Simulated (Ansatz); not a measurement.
Cubic perovskite BaTiO3 (cubic high-temperature phase), treated with r²SCAN (plane waves, PAW; Ansatz, a first-principles code).

Settings: plane-wave cutoff 560 eV, 8×8×8 k mesh, Fermi–Dirac smearing 0.01 eV, no spin polarisation, scalar-relativistic PAW data made under PBE.

Pressure at four volumes; x = ln(V/12.743 Å³). One pressure is withheld.

```
V (Å³/atom)        x  P (GPa)
-----------  -------  -------
11.978       -0.0619        ?
12.233       -0.0408     8.08
12.743        0.0000     0.00
13.507        0.0582    -9.24
```

Pass a parabola P(x) through the three rows shown, estimate the bulk modulus and its pressure derivative near zero pressure, and predict the withheld pressure.

Slopes between the rows: (0.00 − (8.08))/(0.0000 − (-0.0408)) = -198.04 and (-9.24 − (0.00))/(0.0582 − (0.0000)) = -158.76 GPa. Their difference over the span 0.0990 is c = 39.28/0.0990 = 396.8 GPa, so P(x) = 8.08 + (-198.04)(x − (-0.0408)) + 396.8 (x − (-0.0408))(x − (0.0000)). At the middle row B = −dP/dx = −[-198.04 + 396.8 × 0.0408] = 181.9 GPa, and B′ = dB/dP = 2c/B = 4.4. At x = -0.0619 the parabola gives 12.78 GPa; the run gives 12.83 GPa. The Birch–Murnaghan fit to the energies at all volumes has B0 = 181 GPa and B′ = 4.5.

Measured, for comparison: bulk modulus 162 GPa (temperature not stated, no zero-point or thermal correction, sources range from 162 to 173; as tabulated in Matsushita et al. (2011), arXiv:1104.2769). Computed less measured: bulk modulus +12 % (+4.6 % to +12 % over the range).

Note: the relaxation could not lower the start's symmetry, so the cell can be a saddle point above a distorted one.

Spin–orbit coupling is not included.
